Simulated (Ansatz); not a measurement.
Basis-set extrapolation for C₄H₉N, SMILES `NC1CCC1` (PBE0-D4/def2-TZVP geometry, frozen core, Ansatz). Multiplicity 1, RHF reference.

```tsv
	def2-TZVPP	def2-QZVPP
HF	-211.205684	-211.215627
MP2 correlation	-0.900329	-0.957839
CCSD(T) correlation	-0.983354	not run
```

Energies in hartree. Use E(X) = E(∞) + A·exp(−7.88·√X) for Hartree–Fock and E(X) = E(∞) + B·X^(−2.97) for correlation, with X = 3 and 4, and add CCSD(T) minus MP2 of the smaller set to the MP2 limit.

**Question.** What is the CCSD(T) energy at the basis-set limit?

**Answer.** HF limit: -211.215627 + (-0.009943) × 0.13774 = -211.21700. MP2 limit: -0.957839 + (-0.057510) × 0.74074 = -1.00044. Higher-order term: -0.983354 − (-0.900329) = -0.08302. Total: -212.30046 hartree, 292.5 kJ/mol below CCSD(T)/def2-TZVPP.
